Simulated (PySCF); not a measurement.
**Vibration and rotation of LiO**

UHF-CCSD(T) constants of LiO, ²Π (doublet), unpaired electrons π ↑ (PySCF, no relativity, basis sets Li def2-TZVP, O def2-TZVP; masses 7.0160 and 15.9949 u):

```
ωe              : 822.4 cm⁻¹
ωexe            : 7.25 cm⁻¹
Be              : 1.2091 cm⁻¹
αe              : 0.0177 cm⁻¹
D (centrifugal) : 1.05e-05 cm⁻¹
De to Li + O    : 3.27 eV
```

Question: Give the vibrational terms G(v) and spacings up to v = 6.

Answer: G(v) = ωe(v+½) − ωexe(v+½)².

```
v  G(v) (cm⁻¹)  G(v) − G(v−1)  Bv (cm⁻¹)
0        409.4                     1.200
1       1217.3          807.9      1.183
2       2010.7          793.4      1.165
3       2789.6          778.9      1.147
4       3554.0          764.4      1.129
5       4303.9          749.9      1.112
6       5039.3          735.4      1.094
```

Question: How well does the Morse estimate ωe²/(4ωexe) reproduce De, and what is D0?

Answer: It gives 2.89 eV, 88 % of the computed De. D0 = De − G(0) = 3.27 − 0.05 = 3.22 eV.

Correlated steps freeze 1 core orbital. The state is the lowest determinant that a PBE0 search found; another state may lie lower at other levels.
